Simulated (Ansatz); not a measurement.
System: C₂H₄NO, charge 0, doublet. C2H4NO (SMILES O=C([CH2])N, doublet).
B3LYP-D3(BJ)/def2-TZVP minimum from Ansatz (a first-principles code):
```xyz
8

O      0.2440     1.2982     0.2869
C      0.0056     0.1235     0.0276
N      1.0071    -0.7711    -0.2593
C     -1.3493    -0.3957    -0.0172
H      0.8326    -1.7569    -0.3335
H     -1.5726    -1.4257    -0.2615
H     -2.1561     0.2872     0.1984
H      1.9565    -0.4591    -0.1456
```
Charge 0, spin multiplicity 2.

Quantity: atomisation energy (electronic, to ground-state atoms), in kcal/mol. Radicals and triplets start from unrestricted determinants; spin-orbit coupling is neglected. CBS(X,Y): correlation extrapolated as X^-3, Hartree-Fock from the larger set. A bracket is a step between two methods taken in the basis named. Functionals run without relativity, which enters their misses. Double hybrids freeze cores in their MP2 part. 'core' is core correlation in cc-pwCVTZ, 'X2C' scalar relativity in cc-pVTZ-DK, both at CCSD(T). For partners of very few electrons the exact lower level stands in for a higher one. The UHF reference of C2H4NO ([CH2]C(N)=O, doublet) is spin-contaminated (<S^2> up to 0.05 over the pure value in the sets run).

CCSD(T)/CBS(cc-pVTZ,cc-pVQZ) + [CCSDT(Q) - CCSD(T)]/cc-pVDZ + core + X2C (Ansatz) gives 763.1 kcal/mol.

### Question
What does PBE/def2-TZVPD (Ansatz) give here, and how do the other levels compare?

### Answer
PBE gives 793.0 kcal/mol, 29.9 kcal/mol above it. Differences of the others: r2SCAN/def2-TZVPD (Ansatz) 5.7; B3LYP/def2-TZVPD (Ansatz) 0.5; PBE0/def2-TZVPD (Ansatz) 5.8; B2PLYP/def2-TZVPD (Ansatz) -6.7; CCSD(T)/CBS(cc-pVTZ,cc-pVQZ) + core + X2C (Ansatz) -1.2 kcal/mol.
